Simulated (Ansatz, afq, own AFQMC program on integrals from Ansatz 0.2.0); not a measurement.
**Atomization energy of AlNH₂, triplet**

```yaml
atoms:
  - { symbol: Al, position_ang: [0.0000, -0.0849, 0.6205] }
  - { symbol: N, position_ang: [0.0000, 0.0356, -1.1435] }
  - { symbol: H, position_ang: [0.0000, 1.3500, 1.3538] }
  - { symbol: H, position_ang: [0.0000, 0.4271, -2.0731] }
```

Connectivity, by distances: AlH–NH.

Atoms in their ground-state spins without spin–orbit coupling (mostly on UHF) minus the molecule (UHF), without zero-point energy. The geometry is a stationary point, not shown to be a minimum.

Basis cc-pVDZ. Noble-gas cores (and the filled d shells of Ga–Kr and In–Xe) are frozen. AFQMC by an in-house program on the Cholesky factors that Ansatz 0.2.0 writes for its CCSD(T) run. ph-AFQMC/CISD is guided by a CISD state made of CCSD amplitudes; releasing the constraint for a short imaginary time cuts its bias at the price of noise, slowly where states lie close. ± is one standard error of the sampling. The errors of all members are added in quadrature.

No full CI on the walks' own integrals is used here; CCSDT(Q) serves as the reference and is uncertain by about the last step of the cluster series. Each member takes its own surest rung, up to full CI.

The best estimate is CCSD(T) at the basis-set limit (CBS: def2-TZVPP and def2-QZVPP, with their diffuse functions for anions and beside diffuse sets, CCSD(T) itself extrapolated) plus the step from CCSD(T) to CCSDT(Q) in cc-pVDZ. Rows without CBS are in cc-pVDZ, the functionals in def2-TZVP; B2PLYP and the wave-function rows carry a basis error of their own. Core correlation and relativity beyond core potentials are missing, and ± holds the sampling alone.

Cautions: AlNH₂ (triplet): another spin lies lower, the released energies move by 1.5 errors or more from one time to the next, so no released level is given (meV from the phaseless value at times in 1/Eh: -3 ± 3 at 0.24, -9.5 ± 2.3 at 0.51, -8 ± 3 at 0.99, -7.6 ± 2.1 at 1.62, -12 ± 3 at 2.40), though the last usable value meets CCSDT(Q) within the noise.

| level | atomization energy (kJ/mol) |
| --- | --- |
| B2PLYP | 860.4 |
| B3LYP | 882.1 |
| PBE | 891.3 |

From these cheaper values, estimate the atomization energy at the level of the best estimate.

873.9 kJ/mol (best estimate, highest rung CCSDT(Q)).

```json
{"level": "HF", "atomization energy (kJ/mol)": "526.3", "error against the best estimate (kJ/mol)": "-347.6"}
{"level": "MP2", "atomization energy (kJ/mol)": "734.5", "error against the best estimate (kJ/mol)": "-139.4"}
{"level": "CCSD", "atomization energy (kJ/mol)": "720.8", "error against the best estimate (kJ/mol)": "-153.1"}
{"level": "CCSD(T)", "atomization energy (kJ/mol)": "730.4", "error against the best estimate (kJ/mol)": "-143.5"}
{"level": "ph-AFQMC/CISD", "atomization energy (kJ/mol)": "732.2 ± 0.3", "error against the best estimate (kJ/mol)": "-141.7 ± 0.3"}
{"level": "HF/CBS", "atomization energy (kJ/mol)": "583.8", "error against the best estimate (kJ/mol)": "-290.1"}
{"level": "MP2/CBS", "atomization energy (kJ/mol)": "871.8", "error against the best estimate (kJ/mol)": "-2.1"}
{"level": "CCSD(T)/CBS", "atomization energy (kJ/mol)": "871.2", "error against the best estimate (kJ/mol)": "-2.7"}
{"level": "r2SCAN", "atomization energy (kJ/mol)": "891.7", "error against the best estimate (kJ/mol)": "17.8"}
{"level": "PBE0", "atomization energy (kJ/mol)": "867.2", "error against the best estimate (kJ/mol)": "-6.7"}
{"level": "wB97M-V", "atomization energy (kJ/mol)": "868.9", "error against the best estimate (kJ/mol)": "-5.0"}
{"level": "surest rungs in cc-pVDZ", "atomization energy (kJ/mol)": "733.1", "error against the best estimate (kJ/mol)": "-140.7"}
```

Correlation beyond CCSD(T) adds 2.7 kJ/mol. Going to the basis-set limit adds 140.7 kJ/mol at CCSD(T). The perturbative (T) step is worth +9.6 kJ/mol. The functionals spread over 31.3 kJ/mol; wB97M-V and PBE0 come nearest and r2SCAN is 17.8 kJ/mol too high.

Best estimates are given only where the step beyond CCSD(T) is under 0.3 eV and no member's determinant is very poor (T1 over 0.05, or 0.07 for open shells, ⟨S²⟩ too high by 0.3, two states mixed), so the hardest cases are missing from such tables.

The functionals ran in a triple-zeta set and keep a basis error of their own, a few kJ/mol for each bond in atomization energies and more for double hybrids, so close places among them and the extrapolated levels can swap.

Each member of a difference takes its own highest rung, so a best estimate needn't equal the limit plus the step of one row. A walk keeps the symmetry of its determinant, which the program's search chose and which needn't be the lowest solution, so a lower state of the same spin and another symmetry isn't excluded.
